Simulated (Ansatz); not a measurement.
Consider the formal loss of a carbene: `CC1=C(F)NC1` → `FC1=CCN1` + `[CH2]` (triplet).

Gas-phase electronic energies from Ansatz, PBE0-D4/def2-TZVP geometries. CCSD(T)/CBS adds triple-zeta CCSD(T) − MP2 to the extrapolated MP2 energy (def2 sets, frozen cores). This one scheme is used for every species. DFT in def2-TZVPP. Triplets are unrestricted, without spin–orbit coupling.

`CC1=C(F)NC1`:

Cartesian coordinates in Å:
```
C 1.503 0.478 -0.751
C 0.248 0.143 -0.052
C -0.615 0.725 0.782
F -0.661 1.853 1.462
N -1.679 -0.185 0.727
C -0.755 -0.989 -0.145
H 1.360 0.523 -1.836
H 2.286 -0.263 -0.560
H 1.877 1.450 -0.425
H -1.920 -0.632 1.608
H -0.453 -1.932 0.318
H -1.192 -1.170 -1.129
```

`FC1=CCN1`:

Cartesian coordinates in Å:
```
F -0.084 -1.730 -1.567
C -0.058 -0.805 -0.635
C 0.130 -0.768 0.684
C -0.055 0.729 0.579
N -0.342 0.539 -0.883
H 0.202 -1.478 1.489
H 0.839 1.332 0.753
H -0.913 1.155 1.102
H 0.281 1.026 -1.521
```

`[CH2]` (triplet):

```xyz
3

C    -0.047   -0.115   -0.246
H    -0.907    0.413    0.134
H     0.954   -0.298    0.112
```

(1) Is it downhill or uphill in electronic energy at CCSD(T)/CBS, and by how much? (Best estimate.)

(2) What do these levels give: PBE-D4, ωB97M-V, MP2/def2-TZVPP, CCSD/def2-TZVPP, HF/def2-QZVPP, SCS-MP2/def2-QZVPP? (An estimate is asked.)

Largest T1 diagnostic among the species: 0.012.

## Answers

(1) The calculation gave: Uphill: ΔE = +4.66 eV.

(2) Computed: PBE-D4 4.75, ωB97M-V 4.68, MP2/def2-TZVPP 4.69, CCSD/def2-TZVPP 4.43, HF/def2-QZVPP 3.14, SCS-MP2/def2-QZVPP 4.77 eV.

The D4 term adds +0.10 eV with B3LYP and +0.06 eV with PBE0; it sums over pairs of atoms, weighted by their polarisabilities, and B3LYP, whose exchange is more repulsive, gets the larger term. In def2-TZVPP, CCSD(T) changes the Hartree–Fock value by +1.41 eV (the triples alone add +0.11 eV) and MP2 by +1.55 eV.

B3LYP here is the variant with VWN-RPA as its local correlation; programs differ in this.
